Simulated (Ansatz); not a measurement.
Crystal: H$_{2}$O$_{5}$, cubic X2O5 type, 14 atoms in the cell.

Space group Pn-3m, simple cubic cell, positions in fractions of the edge: H (0 0 0), (0.5 0.5 0), (0.5 0 0.5), (0 0.5 0.5); O (0.5 0 0), (0 0.5 0), (0 0 0.5), (0.5 0.5 0.5), (0.75 0.75 0.25), (0.75 0.25 0.75), (0.25 0.75 0.75), (0.75 0.25 0.25), (0.25 0.75 0.25), (0.25 0.25 0.75).

The calculation used Ansatz 0.2.0 development build, PBE, plane waves, PAW datasets (generated soft set 1).

Cutoff 420 eV; k-mesh 23×23×23 Γ-centred; Fermi–Dirac smearing of 0.0612 eV; no spin polarisation.

```json
{"V (Å³/atom)": "6.939", "a (Å)": "4.5970", "E − E(min) (meV/atom)": "12.07", "P (GPa)": "9.23"}
{"V (Å³/atom)": "7.086", "a (Å)": "4.6293", "E − E(min) (meV/atom)": "5.16", "P (GPa)": "5.82"}
{"V (Å³/atom)": "7.234", "a (Å)": "4.6613", "E − E(min) (meV/atom)": "1.24", "P (GPa)": "2.75"}
{"V (Å³/atom)": "7.382", "a (Å)": "4.6928", "E − E(min) (meV/atom)": "0.00", "P (GPa)": "-0.01"}
{"V (Å³/atom)": "7.529", "a (Å)": "4.7238", "E − E(min) (meV/atom)": "1.18", "P (GPa)": "-2.49"}
{"V (Å³/atom)": "7.677", "a (Å)": "4.7545", "E − E(min) (meV/atom)": "4.51", "P (GPa)": "-4.73"}
{"V (Å³/atom)": "7.825", "a (Å)": "4.7848", "E − E(min) (meV/atom)": "9.81", "P (GPa)": "-6.73"}
```

Problem. Fit a third-order Birch–Murnaghan equation of state to the energies.

Solution. V₀ = 7.381 Å³/atom (a₀ = 4.693 Å), B₀ = 131 GPa, B₀′ = 4.33.

The published all-electron PBE values for this crystal (mean of FLEUR and WIEN2k, k-spacing 0.06 Å⁻¹; Bosoni et al., Nat. Rev. Phys. 6, 45 (2024)) are V₀ = 7.382 Å³/atom, B₀ = 131.5 GPa, B₀′ = 4.37.

The stress includes the program's correction for the finite plane-wave basis.

This cubic structure is a model: it isn't the usual form of the substance at ambient conditions, and such phases are metastable or hypothetical.
